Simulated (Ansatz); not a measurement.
# BClHS: the cost of one run

All numbers are computed with Ansatz 0.2.0 through its Python package. The levels of theory stand in the script.

## (1) The structure

Bond lengths: S1–B2 1.942 Å, B2–Cl3 1.863 Å, S1–H4 1.464 Å. Angles: S1–B2–Cl3 121.5°, B2–S1–H4 91.0°.

The script holds or builds the structure itself.

## (2) Script

composite_bclhs.py

```python
import itertools

import ansatz as az
from ase.data import atomic_numbers, covalent_radii
import numpy as np

BASIS_SET = "def2-SVP"
XC = "B3LYP"


def main() -> None:
    geometry_ang = [
        ("S", (0.7076, -1.0733, 0.3769)),
        ("B", (-0.4237, -0.0237, -0.802)),
        ("Cl", (-1.8495, 0.9791, -0.1455)),
        ("H", (1.6211, 0.0576, 0.5503)),
    ]
    geometry = az.Crystal.molecule()
    for symbol, xyz in geometry_ang:
        geometry = geometry.atom(symbol, xyz)

    calc = (
        geometry.calculation()
        .basis(gaussian=BASIS_SET)
        .functional(XC)
        .spin("collinear", total=1)
    )
    symbols = [site.symbol for site in geometry.cartesian_sites]
    start = np.array([site.position_ang for site in geometry.cartesian_sites], dtype=float)
    summary = calc.relax(force_tolerance=0.01).run().report
    end = np.array(summary["positions_ang"])
    radius = [covalent_radii[atomic_numbers[s]] for s in symbols]
    span = lambda where, i, j: np.linalg.norm(where[i] - where[j])
    bonded = [(i, j) for i, j in itertools.combinations(range(len(symbols)), 2) if min(span(start, i, j), span(end, i, j)) < 1.2 * (radius[i] + radius[j])]
    print("pair        before    after (A)")
    for i, j in bonded:
        print(f"{symbols[i]}{i}-{symbols[j]}{j}".ljust(10), f"{span(start, i, j):8.4f} {span(end, i, j):8.4f}")
    for first, second in list(itertools.combinations(bonded, 2)):
        shared = set(first) & set(second)
        if shared and symbols[(j := shared.pop())] != "H":
            i, k = sorted((set(first) | set(second)) - {j})
            u, v = end[i] - end[j], end[k] - end[j]
            angle = np.degrees(np.arccos(np.clip(u @ v / np.linalg.norm(u) / np.linalg.norm(v), -1, 1)))
            print(f"final angle {symbols[i]}{i}-{symbols[j]}{j}-{symbols[k]}{k}: {angle:.2f} deg")

    minimum = az.Crystal.molecule()
    for symbol, place in zip(symbols, end):
        minimum = minimum.atom(symbol, place.tolist())
    at_minimum = minimum.calculation().spin("collinear", total=1)
    level = lambda method, basis: at_minimum.basis(gaussian=basis).correlation(method).run().report
    small, large, cluster = level("mp2", "cc-pVDZ"), level("mp2", "cc-pVTZ"), level("ccsd_t", "cc-pVDZ")
    corr = lambda each: (each["free_energy_ev"] - each["reference_energy_ev"]) / 27.211386246
    mp2_limit = (27 * corr(large) - 8 * corr(small)) / 19
    pieces = {"HF / cc-pVTZ": large["reference_energy_ev"] / 27.211386246, "MP2 correlation, DZ-TZ limit": mp2_limit, "CCSD(T) - MP2 / cc-pVDZ": corr(cluster) - corr(small)}
    for name, value in pieces.items():
        print(f"{name:32s} {value:14.6f} Ha")
    print(f"{'sum':32s} {sum(pieces.values()):14.6f} Ha")
    print("T1 diagnostic", round(cluster["correlation"]["coupled_cluster"]["t1_diagnostic"], 4))


if __name__ == "__main__":
    main()
```

## (3) The calls as engine input

The package turns the script's settings into the engine's input (first run):

```yaml
crystal:
  periodic: [false, false, false]
  atoms:
    - { symbol: S, position_ang: [0.7076, -1.0733, 0.3769] }
    - { symbol: B, position_ang: [-0.4237, -0.0237, -0.802] }
    - { symbol: Cl, position_ang: [-1.8495, 0.9791, -0.1455] }
    - { symbol: H, position_ang: [1.6211, 0.0576, 0.5503] }
basis:
  gaussian:
    orbitals: def2-SVP
hamiltonian:
  xc: b3lyp
magnetization:
  spin_polarized: true
  initial_magnetization: 1.0
relax:
  f_tol: 0.01
```

## (4) Running it

Started as:

```console
$ python composite_bclhs.py
```

**Question.** How long does this script take on 1 thread of Arm Neoverse V1, shared host, and how much memory does it need?

About 30 s, with a peak of 0.26 GiB.
